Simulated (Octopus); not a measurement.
# Cl2 (chlorine): SVWN5 (scalar, in the pseudopotentials, pseudodojo_pbe potentials, pseudopotentials pseudodojo_pbe, grid spacing 0.21 angstrom)

What is the energy change on altering one bond length of Cl2 (chlorine) at SVWN5 (scalar, in the pseudopotentials, pseudodojo_pbe potentials, pseudopotentials pseudodojo_pbe, grid spacing 0.21 angstrom)? 

The calculation is run with Octopus 16.4.

2 further runs of the same task are left out: 2 set aside as unsound or not needed. Runs told in other sessions of the task aren't counted.

### 1 The molecule

Cl2 has 2 atoms, charge 0, and is taken as a singlet. As SMILES, `ClCl`. The shape is that of a PBE0-D4/def2-TZVP optimisation.

Bond lengths: Cl1–Cl2 1.982 Å.

### 2 Energy and forces at SVWN5 (scalar, in the pseudopotentials, pseudodojo_pbe potentials, pseudopotentials pseudodojo_pbe, grid spacing 0.21 angstrom)

geometry.xyz

```xyz
2

Cl     0.845690    -0.281600     0.433600
Cl    -0.845690     0.281600    -0.433600
```

Run with:

```
$ OMP_NUM_THREADS=1 octopus > gs.log
```

The program printed:

```text
Version                : 16.4
************************** Calculation Mode **************************
Input: [CalculationMode = gs]
Input: [SpinComponents = unpolarized]
******************************* Space ********************************
Octopus will run in 3 dimension(s).
Octopus will treat the system as periodic in 0 dimension(s).
Input: [AllElectronType = no]
Input: [PseudopotentialSet = pseudodojo_pbe]
Reading Coordinates from geometry.xyz
****************************** Species *******************************
  Species 'Cl'
    type             : pseudopotential
    file format      : UPF2
    valence charge   : 7.0
    atomic number    :  17
    form on file     : kleinman-bylander
    lmax             : 2
    llocal           : -1
    projectors per l : 2
    total projectors : 6
    application form : kleinman-bylander
    orbitals         :  4
    bound orbitals   :  4
***************************** Symmetries *****************************
Symmetry elements : (i) (Cinf) (C2) 2*(sigma)
Symmetry group    : Dinfh
Input: [CurvMethod = curv_affine]
Input: [DerivativesStencil = stencil_star]
Input: [SmearingFunction = semiconducting]
Input: [SymmetrizeDensity = no]
******************************* States *******************************
Total electronic charge  =       14.000
Number of states         =        7
States block-size        =        4
************************** Parallelization ***************************
Info: Octopus will run in *serial*
******************************** Grid ********************************
Simulation Box:
  Type = minimum
  Radius  [A] =   5.000
Main mesh:
  Spacing [A] = ( 0.210, 0.210, 0.210)    volume/point [A^3] =      0.00926
  # inner mesh =      73075
  # total mesh =     106249
  Grid Cutoff [eV] =   852.676023    Grid Cutoff [Ry] =    62.670537
Input: [StatesPack = yes]
** Warning:
**   The XCFunctional that you selected does not match the one used
**   to generate the pseudopotentials.
Input: [StatesOrthogonalization = cholesky_serial]
**************************** Theory Level ****************************
Input: [TheoryLevel = kohn_sham]
Exchange-correlation:
  Exchange
    Slater exchange (LDA)
  Correlation
    Vosko, Wilk & Nusair (VWN5) (LDA)
****************************** Hartree *******************************
Input: [DressedOrbitals = no]
The chosen Poisson solver is 'interpolating scaling functions'
Input: [FilterPotentials = filter_TS]
Info: Pseudopotential for Cl
  Radii for localized parts:
    local part     =  1.2 A
    non-local part =  1.4 A
    orbitals       =  4.2 A
Input: [RelativisticCorrection = non_relativistic]
Input: [DFTULevel = dft_u_none]
Input: [MagneticConstrain = 0]
****************** Approximate memory requirements *******************
Mesh
  global  :       0.8 MiB
  local   :       3.2 MiB
  total   :       4.1 MiB
States
  real    :       5.7 MiB (par_kpoints + par_states + par_domains)
  complex :      11.3 MiB (par_kpoints + par_states + par_domains)
Info: Generating external potential
      done.
Input: [InteractionTiming = timing_exact]
Info: Octopus initialization completed.
Info: Starting calculation mode.
Info: Allocating ground state wave-functions
      Block       1 contains       4 states:       1 -       4
      Block       2 contains       3 states:       5 -       7
Info: Ground-state allocation done.
Info: Could not find 'restart/gs' directory for restart.
Info: No restart information will be read.
** Warning:
**   Unable to read wavefunctions.
**   Starting from scratch!
**************************** Eigensolver *****************************
Input: [Eigensolver = cg]
Input: [Preconditioner = pre_filter]
Input: [PreconditionerFilterFactor = 0.5000]
Input: [SubspaceDiagonalization = standard]
Input: [MixField = potential] (what to mix during SCF cycles)
Input: [MixingScheme = broyden]
Info: Mixing uses    4 steps and restarts after   20 steps.
Input: [LCAOStart = lcao_states]
Input: [LCAOScaleFactor = 1.000]
Input: [LCAOMaximumOrbitalRadius = 10.58 A]
Info: Double-precision storage for     1 extra orbitals will be allocated.
Info: Unnormalized total charge =     13.999620
Info: Renormalized total charge =     14.000000
Info: Setting up Hamiltonian.
Info: Performing initial LCAO calculation with      8 orbitals.
Info: Getting Hamiltonian matrix elements.
Eigenvalues [eV]
 #st  Spin   Eigenvalue      Occupation
   1   --   -23.356236       2.000000
   2   --   -19.336708       2.000000
   3   --   -11.449597       2.000000
   4   --   -10.101725       2.000000
   5   --   -10.100957       2.000000
   6   --    -7.495182       2.000000
   7   --    -7.494275       2.000000
Info: Ground-state restart information will be written to 'restart/gs'.
Info: SCF using real wavefunctions.
Info: Starting SCF iteration.
*********************** SCF CYCLE ITER #    1 ************************
 etot  = -8.85884094E+02 abs_ev   =  1.57E+00 rel_ev   =  8.69E-03
 ediff =        3.26E+01 abs_dens =  1.33E+00 rel_dens =  9.49E-02
Converged eigenvectors: 0
#  State  Eigenvalue [eV]  Occupation    Error
      1      -23.493515    2.000000   ( 2.6E-02)
      2      -19.357963    2.000000   ( 7.9E-03)
      3      -11.727428    2.000000   ( 4.1E-02)
      4      -10.224654    2.000000   ( 2.4E-02)
      5      -10.223741    2.000000   ( 2.3E-02)
      6       -7.545696    2.000000   ( 1.6E-02)
      7       -7.544574    2.000000   ( 1.6E-02)
                                                                     ^
*********************** SCF CYCLE ITER #    2 ************************
 etot  = -8.89638556E+02 abs_ev   =  9.07E-01 rel_ev   =  5.00E-03
 ediff =        1.38E-01 abs_dens =  1.89E-01 rel_dens =  1.35E-02
Converged eigenvectors: 0
#  State  Eigenvalue [eV]  Occupation    Error
      1      -23.716099    2.000000   ( 6.4E-03)
      2      -19.382311    2.000000   ( 2.6E-03)
      3      -11.940593    2.000000   ( 7.6E-03)
      4      -10.257750    2.000000   ( 5.8E-03)
      5      -10.256932    2.000000   ( 5.7E-03)
      6       -7.509067    2.000000   ( 3.0E-03)
      7       -7.508109    2.000000   ( 2.9E-03)
                                                                     ^
[eigenvalue tables of the cycles between left out]
*********************** SCF CYCLE ITER #    3 ************************
 etot  = -8.89468002E+02 abs_ev   =  3.30E-01 rel_ev   =  1.83E-03
 ediff =        6.27E-03 abs_dens =  6.34E-02 rel_dens =  4.53E-03
*********************** SCF CYCLE ITER #    4 ************************
 etot  = -8.88524226E+02 abs_ev   =  5.72E-01 rel_ev   =  3.17E-03
 ediff =        3.47E-02 abs_dens =  8.48E-02 rel_dens =  6.06E-03
*********************** SCF CYCLE ITER #    5 ************************
 etot  = -8.88713241E+02 abs_ev   =  1.79E-01 rel_ev   =  9.91E-04
 ediff =        6.95E-03 abs_dens =  1.12E-02 rel_dens =  8.03E-04
*********************** SCF CYCLE ITER #    6 ************************
 etot  = -8.88883323E+02 abs_ev   =  8.36E-02 rel_ev   =  4.63E-04
 ediff =        6.25E-03 abs_dens =  6.01E-03 rel_dens =  4.29E-04
*********************** SCF CYCLE ITER #    7 ************************
 etot  = -8.88751896E+02 abs_ev   =  5.26E-02 rel_ev   =  2.91E-04
 ediff =        4.83E-03 abs_dens =  5.10E-03 rel_dens =  3.64E-04
*********************** SCF CYCLE ITER #    8 ************************
 etot  = -8.88721019E+02 abs_ev   =  1.61E-04 rel_ev   =  8.90E-07
 ediff =        1.13E-03 abs_dens =  1.67E-03 rel_dens =  1.19E-04
*********************** SCF CYCLE ITER #    9 ************************
 etot  = -8.88829023E+02 abs_ev   =  5.24E-02 rel_ev   =  2.90E-04
 ediff =        3.97E-03 abs_dens =  2.71E-03 rel_dens =  1.93E-04
*********************** SCF CYCLE ITER #   10 ************************
 etot  = -8.88815261E+02 abs_ev   =  9.02E-03 rel_ev   =  5.00E-05
 ediff =        5.06E-04 abs_dens =  4.19E-04 rel_dens =  2.99E-05
*********************** SCF CYCLE ITER #   11 ************************
 etot  = -8.88803707E+02 abs_ev   =  5.63E-03 rel_ev   =  3.12E-05
 ediff =        4.25E-04 abs_dens =  2.49E-04 rel_dens =  1.78E-05
*********************** SCF CYCLE ITER #   12 ************************
 etot  = -8.88797140E+02 abs_ev   =  3.34E-03 rel_ev   =  1.85E-05
 ediff =        2.41E-04 abs_dens =  1.01E-04 rel_dens =  7.23E-06
*********************** SCF CYCLE ITER #   13 ************************
 etot  = -8.88794926E+02 abs_ev   =  1.04E-03 rel_ev   =  5.75E-06
 ediff =        8.14E-05 abs_dens =  5.89E-05 rel_dens =  4.21E-06
*********************** SCF CYCLE ITER #   14 ************************
 etot  = -8.88796629E+02 abs_ev   =  9.18E-04 rel_ev   =  5.08E-06
 ediff =        6.26E-05 abs_dens =  3.28E-05 rel_dens =  2.34E-06
*********************** SCF CYCLE ITER #   15 ************************
 etot  = -8.88796728E+02 abs_ev   =  2.86E-05 rel_ev   =  1.59E-07
 ediff =        3.62E-06 abs_dens =  9.92E-06 rel_dens =  7.09E-07
Converged eigenvectors: 0
#  State  Eigenvalue [eV]  Occupation    Error
      1      -23.771297    2.000000   ( 1.3E-06)
      2      -19.353963    2.000000   ( 1.3E-07)
      3      -12.161925    2.000000   ( 8.7E-07)
      4      -10.125147    2.000000   ( 3.9E-07)
      5      -10.124589    2.000000   ( 1.3E-06)
      6       -7.352788    2.000000   ( 2.2E-07)
      7       -7.352121    2.000000   ( 3.0E-07)
                                                                     ^
*********************** SCF CYCLE ITER #   16 ************************
 etot  = -8.88796369E+02 abs_ev   =  1.76E-04 rel_ev   =  9.75E-07
 ediff =        1.32E-05 abs_dens =  9.02E-06 rel_dens =  6.45E-07
Converged eigenvectors: 0
#  State  Eigenvalue [eV]  Occupation    Error
      1      -23.771278    2.000000   ( 1.0E-06)
      2      -19.353954    2.000000   ( 1.7E-07)
      3      -12.161917    2.000000   ( 5.9E-07)
      4      -10.125133    2.000000   ( 3.0E-07)
      5      -10.124575    2.000000   ( 7.2E-07)
      6       -7.352777    2.000000   ( 2.2E-07)
      7       -7.352110    2.000000   ( 2.7E-07)
                                                                     ^
Info: SCF converged in   16 iterations
** Warning:
**   Some of the states are not fully converged!
Info: Number of matrix-vector products:        707
Octopus emitted 3 warnings.
```

It took 4.8 s on 1 thread of Arm Neoverse V2, shared host; peak memory 0.076 GiB.

### 3 The distorted shape, same level

geometry.xyz

```xyz
2

Cl     0.972550    -0.323842     0.498644
Cl    -0.972550     0.323842    -0.498644
```

Run with:

```
$ OMP_NUM_THREADS=1 octopus > gs.log
```

The program printed:

```text
Version                : 16.4
************************** Calculation Mode **************************
Input: [CalculationMode = gs]
Input: [SpinComponents = unpolarized]
******************************* Space ********************************
Octopus will run in 3 dimension(s).
Octopus will treat the system as periodic in 0 dimension(s).
Input: [AllElectronType = no]
Input: [PseudopotentialSet = pseudodojo_pbe]
Reading Coordinates from geometry.xyz
****************************** Species *******************************
  Species 'Cl'
    type             : pseudopotential
    file format      : UPF2
    valence charge   : 7.0
    atomic number    :  17
    form on file     : kleinman-bylander
    lmax             : 2
    llocal           : -1
    projectors per l : 2
    total projectors : 6
    application form : kleinman-bylander
    orbitals         :  4
    bound orbitals   :  4
***************************** Symmetries *****************************
Symmetry elements : (i) (Cinf) (C2) 2*(sigma)
Symmetry group    : Dinfh
Input: [CurvMethod = curv_affine]
Input: [DerivativesStencil = stencil_star]
Input: [SmearingFunction = semiconducting]
Input: [SymmetrizeDensity = no]
******************************* States *******************************
Total electronic charge  =       14.000
Number of states         =        7
States block-size        =        4
************************** Parallelization ***************************
Info: Octopus will run in *serial*
******************************** Grid ********************************
Simulation Box:
  Type = minimum
  Radius  [A] =   5.000
Main mesh:
  Spacing [A] = ( 0.210, 0.210, 0.210)    volume/point [A^3] =      0.00926
  # inner mesh =      75563
  # total mesh =     109493
  Grid Cutoff [eV] =   852.676023    Grid Cutoff [Ry] =    62.670537
Input: [StatesPack = yes]
** Warning:
**   The XCFunctional that you selected does not match the one used
**   to generate the pseudopotentials.
Input: [StatesOrthogonalization = cholesky_serial]
**************************** Theory Level ****************************
Input: [TheoryLevel = kohn_sham]
Exchange-correlation:
  Exchange
    Slater exchange (LDA)
  Correlation
    Vosko, Wilk & Nusair (VWN5) (LDA)
****************************** Hartree *******************************
Input: [DressedOrbitals = no]
The chosen Poisson solver is 'interpolating scaling functions'
Input: [FilterPotentials = filter_TS]
Info: Pseudopotential for Cl
  Radii for localized parts:
    local part     =  1.2 A
    non-local part =  1.4 A
    orbitals       =  4.2 A
Input: [RelativisticCorrection = non_relativistic]
Input: [DFTULevel = dft_u_none]
Input: [MagneticConstrain = 0]
****************** Approximate memory requirements *******************
Mesh
  global  :       0.8 MiB
  local   :       3.3 MiB
  total   :       4.2 MiB
States
  real    :       5.8 MiB (par_kpoints + par_states + par_domains)
  complex :      11.7 MiB (par_kpoints + par_states + par_domains)
Info: Generating external potential
      done.
Input: [InteractionTiming = timing_exact]
Info: Octopus initialization completed.
Info: Starting calculation mode.
Info: Allocating ground state wave-functions
      Block       1 contains       4 states:       1 -       4
      Block       2 contains       3 states:       5 -       7
Info: Ground-state allocation done.
**************************** Eigensolver *****************************
Input: [Eigensolver = cg]
Input: [Preconditioner = pre_filter]
Input: [PreconditionerFilterFactor = 0.5000]
Input: [SubspaceDiagonalization = standard]
Input: [MixField = potential] (what to mix during SCF cycles)
Input: [MixingScheme = broyden]
Info: Mixing uses    4 steps and restarts after   20 steps.
Input: [LCAOStart = lcao_states]
Input: [LCAOScaleFactor = 1.000]
Input: [LCAOMaximumOrbitalRadius = 10.58 A]
Info: Double-precision storage for     1 extra orbitals will be allocated.
Info: Unnormalized total charge =     13.999393
Info: Renormalized total charge =     14.000000
Info: Setting up Hamiltonian.
Info: Performing initial LCAO calculation with      8 orbitals.
Info: Getting Hamiltonian matrix elements.
Eigenvalues [eV]
 #st  Spin   Eigenvalue      Occupation
   1   --   -21.927643       2.000000
   2   --   -19.857859       2.000000
   3   --   -10.729121       2.000000
   4   --    -9.406255       2.000000
   5   --    -9.406144       2.000000
   6   --    -7.918937       2.000000
   7   --    -7.918773       2.000000
Info: Ground-state restart information will be written to 'restart/gs'.
Info: SCF using real wavefunctions.
Info: Starting SCF iteration.
*********************** SCF CYCLE ITER #    1 ************************
 etot  = -8.83274561E+02 abs_ev   =  6.12E-01 rel_ev   =  3.50E-03
 ediff =        3.25E+01 abs_dens =  1.41E+00 rel_dens =  1.01E-01
Converged eigenvectors: 0
#  State  Eigenvalue [eV]  Occupation    Error
      1      -21.962938    2.000000   ( 1.4E-02)
      2      -19.868363    2.000000   ( 5.5E-03)
      3      -10.849937    2.000000   ( 2.1E-02)
      4       -9.452393    2.000000   ( 1.3E-02)
      5       -9.452203    2.000000   ( 1.3E-02)
      6       -7.942633    2.000000   ( 1.1E-02)
      7       -7.942453    2.000000   ( 1.1E-02)
                                                                     ^
*********************** SCF CYCLE ITER #    2 ************************
 etot  = -8.86645235E+02 abs_ev   =  1.48E+00 rel_ev   =  8.38E-03
 ediff =        1.24E-01 abs_dens =  1.38E-01 rel_dens =  9.84E-03
Converged eigenvectors: 0
#  State  Eigenvalue [eV]  Occupation    Error
      1      -22.162409    2.000000   ( 4.6E-03)
      2      -19.983794    2.000000   ( 2.2E-03)
      3      -11.163034    2.000000   ( 4.5E-03)
      4       -9.493716    2.000000   ( 3.3E-03)
      5       -9.493544    2.000000   ( 3.3E-03)
      6       -7.957000    2.000000   ( 2.2E-03)
      7       -7.956826    2.000000   ( 2.2E-03)
                                                                     ^
[eigenvalue tables of the cycles between left out]
*********************** SCF CYCLE ITER #    3 ************************
 etot  = -8.88468719E+02 abs_ev   =  9.21E-01 rel_ev   =  5.19E-03
 ediff =        6.70E-02 abs_dens =  1.12E-01 rel_dens =  8.02E-03
*********************** SCF CYCLE ITER #    4 ************************
 etot  = -8.88730624E+02 abs_ev   =  6.30E-02 rel_ev   =  3.55E-04
 ediff =        9.62E-03 abs_dens =  5.67E-02 rel_dens =  4.05E-03
*********************** SCF CYCLE ITER #    5 ************************
 etot  = -8.87930161E+02 abs_ev   =  4.47E-01 rel_ev   =  2.53E-03
 ediff =        2.94E-02 abs_dens =  1.27E-02 rel_dens =  9.09E-04
*********************** SCF CYCLE ITER #    6 ************************
 etot  = -8.88167914E+02 abs_ev   =  1.38E-01 rel_ev   =  7.81E-04
 ediff =        8.74E-03 abs_dens =  4.74E-03 rel_dens =  3.39E-04
*********************** SCF CYCLE ITER #    7 ************************
 etot  = -8.88243672E+02 abs_ev   =  3.46E-02 rel_ev   =  1.95E-04
 ediff =        2.78E-03 abs_dens =  3.05E-03 rel_dens =  2.18E-04
*********************** SCF CYCLE ITER #    8 ************************
 etot  = -8.88198950E+02 abs_ev   =  2.45E-02 rel_ev   =  1.39E-04
 ediff =        1.64E-03 abs_dens =  1.30E-03 rel_dens =  9.30E-05
*********************** SCF CYCLE ITER #    9 ************************
 etot  = -8.88220439E+02 abs_ev   =  1.34E-02 rel_ev   =  7.57E-05
 ediff =        7.90E-04 abs_dens =  3.34E-04 rel_dens =  2.39E-05
*********************** SCF CYCLE ITER #   10 ************************
 etot  = -8.88229688E+02 abs_ev   =  3.74E-03 rel_ev   =  2.11E-05
 ediff =        3.40E-04 abs_dens =  3.14E-04 rel_dens =  2.24E-05
*********************** SCF CYCLE ITER #   11 ************************
 etot  = -8.88220617E+02 abs_ev   =  5.05E-03 rel_ev   =  2.85E-05
 ediff =        3.33E-04 abs_dens =  1.74E-04 rel_dens =  1.24E-05
*********************** SCF CYCLE ITER #   12 ************************
 etot  = -8.88223878E+02 abs_ev   =  1.47E-03 rel_ev   =  8.27E-06
 ediff =        1.20E-04 abs_dens =  1.14E-04 rel_dens =  8.11E-06
*********************** SCF CYCLE ITER #   13 ************************
 etot  = -8.88223608E+02 abs_ev   =  1.67E-04 rel_ev   =  9.45E-07
 ediff =        9.93E-06 abs_dens =  1.18E-05 rel_dens =  8.41E-07
Converged eigenvectors: 0
#  State  Eigenvalue [eV]  Occupation    Error
      1      -22.315812    2.000000   ( 8.6E-07)
      2      -20.073805    2.000000   ( 1.2E-06)
      3      -11.547161    2.000000   ( 1.3E-06)
      4       -9.431951    2.000000   ( 8.4E-07)
      5       -9.431821    2.000000   ( 1.0E-06)
      6       -7.879624    2.000000   ( 8.6E-07)
      7       -7.879472    2.000000   ( 1.8E-06)
                                                                     ^
*********************** SCF CYCLE ITER #   14 ************************
 etot  = -8.88223560E+02 abs_ev   =  3.30E-05 rel_ev   =  1.87E-07
 ediff =        1.78E-06 abs_dens =  1.01E-05 rel_dens =  7.25E-07
Converged eigenvectors: 0
#  State  Eigenvalue [eV]  Occupation    Error
      1      -22.315813    2.000000   ( 6.3E-07)
      2      -20.073807    2.000000   ( 1.0E-06)
      3      -11.547177    2.000000   ( 1.1E-06)
      4       -9.431942    2.000000   ( 6.8E-07)
      5       -9.431811    2.000000   ( 8.1E-07)
      6       -7.879616    2.000000   ( 6.3E-07)
      7       -7.879464    2.000000   ( 1.5E-06)
                                                                     ^
Info: SCF converged in   14 iterations
** Warning:
**   Some of the states are not fully converged!
Info: Number of matrix-vector products:        609
Octopus emitted 2 warnings.
```

Wall time 4.5 s (1 thread of Arm Neoverse V2, shared host); peak memory 0.077 GiB.

### 4 Results

Level: SVWN5 (scalar, in the pseudopotentials, pseudodojo_pbe potentials, pseudopotentials pseudodojo_pbe, grid spacing 0.21 angstrom).

```
                                                           quantity         value
                                          first shape: total energy  -32.66267 Eh
                                         first shape: dipole moment        0.00 D
                                           first shape: HOMO energy      -7.35 eV
                              first shape: largest force on an atom    0.085 eV/Å
                                      distorted shape: total energy  -32.64162 Eh
                                     distorted shape: dipole moment        0.00 D
                                       distorted shape: HOMO energy      -7.88 eV
                          distorted shape: largest force on an atom    3.061 eV/Å
energy change with the Cl1–Cl2 bond stretched from 1.982 to 2.280 Å      0.573 eV
```

What this shows: With the Cl1–Cl2 bond stretched from 1.982 to 2.280 Å the energy rises by 0.57 eV (13.2 kcal/mol). The first shape isn't relaxed at this level, so the change isn't measured from a minimum.
